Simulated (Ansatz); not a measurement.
# C2H4 + CH3F: molecular dynamics, part 2 of 2

Aim: follow the two partners and see whether they stay together, part or react. The start is relaxed first. Runs: 250 steps of 0.5 fs at constant energy, with velocities drawn for 300 K; 250 steps of 0.5 fs under a Langevin thermostat at 700 K. SMILES of the start: C=C.CF.

Ansatz 0.2.0; RKS PBE-D4/6-31G.

**10. More of the same log: dynamics from the start**

The log, continued (excerpt; [...] marks lines left out):

```text
md step   172: t =    86.00 fs  T =   759.4 K  F+E_penalty+E_count = -5931.88986126 eV  E_kin = 1.079757 eV  (20 SCF iters, 3 dispersion substeps)
[...]
md step   191: t =    95.50 fs  T =   663.8 K  F+E_penalty+E_count = -5931.76209667 eV  E_kin = 0.943762 eV  (19 SCF iters, 3 dispersion substeps)
[...]
md step   210: t =   105.00 fs  T =   532.3 K  F+E_penalty+E_count = -5931.75556986 eV  E_kin = 0.756838 eV  (18 SCF iters, 3 dispersion substeps)
[...]
md step   229: t =   114.50 fs  T =   559.7 K  F+E_penalty+E_count = -5931.87903162 eV  E_kin = 0.795756 eV  (20 SCF iters, 3 dispersion substeps)
[...]
md step   248: t =   124.00 fs  T =   553.4 K  F+E_penalty+E_count = -5931.54857758 eV  E_kin = 0.786817 eV  (20 SCF iters, 3 dispersion substeps)
[...]
Atom 2 at     0.691507    -2.202390    -0.982210 Å, force    -0.870059     0.495418     0.374143 eV/Å
Atom 3 at    -0.751898    -1.859072     0.227381 Å, force     0.149908    -0.510082    -0.420010 eV/Å
Atom 4 at    -1.119596     0.161521    -0.640772 Å, force    -1.917247     2.043872     0.441911 eV/Å
Atom 5 at     0.313831     0.075025    -1.868312 Å, force    -0.846654     0.087807    -0.041838 eV/Å
Atom 6 at    -0.417466    -0.071913     2.179248 Å, force    -0.278270     2.104017    -1.142669 eV/Å
Atom 7 at     0.267401     1.048508     2.915905 Å, force    -0.531320    -1.635970    -0.534508 eV/Å
Atom 8 at     0.268062    -0.664901     1.539286 Å, force     0.343546     0.368932     0.731276 eV/Å
Atom 9 at    -1.077410     0.497311     1.411626 Å, force     0.481006    -0.955945     1.279451 eV/Å
Atom 10 at    -0.997361    -0.728794     2.848773 Å, force     0.065064     0.337052     0.168628 eV/Å
Dipole moment:    -0.158329    -0.335888    -0.247393 e Å
Checks for a lower state left out: stability, starts, cluster_reference, orbital_swaps, neighbouring_geometries, increment
```

Wall time 4.8 min (1 thread of Arm Neoverse V2, shared host); peak memory 0.086 GiB.

**11. What the atoms did**

One step in 13; energies are changes from step 0:

```csv
time (fs),T (K),potential energy change (meV/atom),closest contact of the partners (Å)
0.0,636,0.0,3.04
6.5,243,48.1,2.70
13.0,412,25.6,2.76
19.5,299,26.0,2.94
26.0,293,45.8,2.81
32.5,412,23.9,2.65
39.0,426,36.6,2.86
45.5,471,44.1,2.82
52.0,614,31.9,2.66
58.5,585,43.2,2.62
65.0,713,39.0,2.60
71.5,690,41.1,2.68
78.0,720,40.1,2.62
84.5,807,39.7,2.38
91.0,631,54.1,2.59
97.5,730,41.3,2.66
104.0,554,51.9,2.33
110.5,665,32.5,2.33
117.0,546,51.2,2.40
123.5,607,69.4,2.08
125.0,585,65.0,2.05
```

time (fs), T (K) and a bar:
```
      0.0        636 #######################
      5.5        287 
     11.0        422 #########
     16.5        365 #####
     21.5        360 #####
     27.0        359 #####
     32.5        412 ########
     38.0        428 #########
     43.5        483 #############
     49.0        470 ############
     54.5        641 #######################
     60.0        585 ####################
     65.0        713 ############################
     70.5        636 #######################
     76.0        734 #############################
     81.5        650 ########################
     87.0        709 ############################
     92.5        547 #################
     98.0        742 ##############################
    103.5        604 #####################
    108.5        528 ################
    114.0        537 ################
    119.5        607 #####################
    125.0        585 ####################
```

**12. Frames from the trajectory**

Extended XYZ, with forces in eV/Å:

```xyz
11
time_fs=15.5 T=422 dE=0.1727
C    -0.522   -0.749   -1.435    0.786   -0.399    0.479
C     0.309    0.290   -1.626    0.488    1.210   -0.722
H    -0.116   -1.762   -1.122   -0.757    0.966   -0.522
H    -1.592   -0.544   -1.530   -0.143   -0.554    0.178
H    -0.065    1.319   -1.901    0.095   -0.934    0.243
H     1.418    0.249   -1.650   -0.458   -0.307    0.314
C     0.199    0.182    1.781   -0.155    1.245    0.243
F     0.211    0.497    3.197   -0.363   -0.374    0.001
H     1.166    0.553    1.435    0.164    0.021   -0.612
H    -0.641    0.730    1.286    0.451   -0.276    0.242
H     0.112   -0.881    1.587   -0.107   -0.599    0.155
11
time_fs=31.0 T=363 dE=0.3263
C    -0.425   -0.808   -1.348   -1.684   -1.042   -1.146
C     0.321    0.263   -1.550    2.309    0.004    1.334
H    -0.075   -1.833   -1.294    0.332   -0.204    0.474
H    -1.509   -0.709   -1.542    0.142   -0.207    0.287
H    -0.149    1.202   -1.669   -0.389    1.395   -0.379
H     1.419    0.264   -1.313   -0.695    0.032   -0.643
C     0.278    0.203    1.804    0.314   -2.050    0.371
F     0.205    0.595    3.205    0.330    0.405   -0.711
H     1.296    0.310    1.322   -0.650    0.217    0.781
H    -0.472    0.693    1.190   -0.310    0.528    0.002
H     0.023   -0.908    1.831    0.302    0.922   -0.370
11
time_fs=47.0 T=508 dE=0.4165
C    -0.318   -0.899   -1.253    0.407    0.692    0.665
C     0.401    0.277   -1.386   -1.889   -0.260   -0.735
H     0.040   -1.911   -0.944    0.770    0.689   -0.670
H    -1.419   -0.983   -1.247    0.075    0.824   -0.040
H    -0.113    1.304   -1.537    0.473   -1.671    0.128
H     1.478    0.342   -1.558    0.182   -0.326    0.522
C     0.245    0.134    1.855    0.698    1.409    0.816
F     0.164    0.718    3.186   -0.107   -0.312    0.084
H     1.288    0.238    1.549    0.294    0.120   -0.391
H    -0.405    0.738    1.224   -0.246   -0.213   -0.387
H     0.026   -0.914    1.883   -0.658   -0.951    0.009
11
time_fs=62.5 T=618 dE=0.4644
C    -0.234   -0.986   -0.995    0.330    0.601   -1.100
C     0.285    0.204   -1.371    2.262   -1.244    1.576
H     0.453   -1.837   -0.900   -0.384   -0.049    0.439
H    -1.307   -1.112   -0.964   -0.452   -0.505   -0.010
H    -0.229    1.111   -1.548   -0.935    0.992   -0.303
H     1.396    0.310   -1.182   -0.819    0.099   -0.884
C     0.171    0.053    1.916   -1.519   -1.065   -0.171
F     0.117    0.789    3.177    0.467   -0.335   -0.798
H     1.112    0.143    1.319   -0.028   -0.122    1.020
H    -0.605    0.454    1.216    0.156    0.018    0.608
H    -0.152   -1.053    2.135    0.920    1.610   -0.378
11
time_fs=78.0 T=720 dE=0.4406
C    -0.180   -1.128   -0.863    0.399   -0.845    0.116
C     0.170    0.055   -1.330   -3.067    2.211   -1.570
H     0.633   -1.733   -0.497    0.070   -1.066    0.177
H    -1.212   -1.484   -0.883    0.041   -0.063    0.402
H    -0.708    0.738   -1.654    1.468   -0.680    0.192
H     1.142    0.420   -1.561    1.083    0.290    0.320
C     0.015   -0.006    1.972    0.678   -0.978   -0.038
F     0.181    0.853    3.063   -0.250    1.227    1.247
H     1.024   -0.162    1.582    0.179   -0.004   -0.700
H    -0.658    0.396    1.208   -0.087    0.021    0.112
H    -0.292   -0.988    2.369   -0.514   -0.113   -0.258
11
time_fs=94.0 T=641 dE=0.6166
C    -0.125   -1.303   -0.759   -1.112   -0.446    0.192
C    -0.095   -0.042   -1.313    1.696   -2.026    1.153
H     0.608   -2.164   -0.589    0.139    1.844   -0.656
H    -1.065   -1.712   -0.314   -0.075    0.501   -0.610
H    -0.936    0.633   -1.390   -0.507   -0.013    0.094
H     0.892    0.402   -1.509   -0.162   -0.023   -0.553
C    -0.107   -0.104    1.996   -0.167    2.073    1.253
F     0.220    0.942    3.027    0.081   -0.967   -0.355
H     0.828   -0.439    1.534   -0.144    0.006   -0.130
H    -0.789    0.467    1.356    0.243   -0.364   -0.636
H    -0.678   -0.888    2.486    0.009   -0.586    0.247
11
time_fs=109.5 T=592 dE=0.4581
C    -0.189   -1.453   -0.695   -0.288    1.620   -0.595
C    -0.247   -0.204   -1.211   -2.260   -0.021    0.406
H     0.691   -1.970   -0.956    1.096   -1.485   -0.094
H    -0.954   -1.899   -0.070   -0.084   -0.106    0.230
H    -1.157    0.443   -1.024    0.958   -0.432   -0.230
H     0.458    0.159   -1.943    0.546    0.282   -0.098
C    -0.263   -0.013    2.112   -0.156   -3.359   -0.982
F     0.234    0.941    2.976    0.279    1.500    0.698
H     0.597   -0.528    1.552   -0.790    0.444    0.866
H    -0.923    0.306    1.278    0.017    0.760    0.577
H    -0.840   -0.803    2.728    0.682    0.798   -0.779
11
time_fs=125.0 T=585 dE=0.7145
C    -0.150   -1.533   -0.639    1.299   -3.826    1.080
C    -0.406   -0.373   -1.156    2.105    1.491   -1.937
H     0.692   -2.202   -0.982   -0.870    0.495    0.374
H    -0.752   -1.859    0.227    0.150   -0.510   -0.420
H    -1.120    0.162   -0.641   -1.917    2.044    0.442
H     0.314    0.075   -1.868   -0.847    0.088   -0.042
C    -0.417   -0.072    2.179   -0.278    2.104   -1.143
F     0.267    1.048    2.916   -0.531   -1.636   -0.534
H     0.268   -0.665    1.539    0.344    0.369    0.731
H    -1.077    0.497    1.412    0.481   -0.956    1.280
H    -0.997   -0.729    2.849    0.065    0.337    0.169
```

On run 2: Against a set 700 K the second half averages 653 K with a spread of 80 K. No bond forms or breaks. The partners' closest contact goes from 3.04 to 2.05 Å; so short a run doesn't show whether they stay bound.

**13. Results**

This closing draws on all 2 parts.

| quantity | value |
| --- | --- |
| relaxation of the start | 10 moves, 0.207 eV lower |
| run 1: length | 250 steps of 0.5 fs |
| run 1: temperature, first and last step | 300 and 154 K |
| run 1: temperature, second half | mean 139 K, from 100 to 189 K |
| run 1: potential energy, second half | +17 meV/atom from this run's first step |
| run 1: largest change of the total energy | 0.24 meV/atom |
| run 1: bonds formed or broken | 0 |
| run 2: length | 250 steps of 0.5 fs |
| run 2: temperature, first and last step | 636 and 585 K |
| run 2: temperature, second half | mean 653 K, from 504 to 879 K |
| run 2: potential energy, second half | +45 meV/atom from this run's first step |
| run 2: bonds formed or broken | 0 |

What this shows: Mean temperatures of the second halves: 139 K, 653 K. No bond formed or broke in any run. In the last run: the partners' closest contact goes from 3.04 to 2.05 Å; so short a run doesn't show whether they stay bound. 125 fs on 11 atoms is far too short and small for converged averages. The nuclei move classically, without zero-point motion, which matters most for hydrogen. In so small a basis the energies are only a sketch.
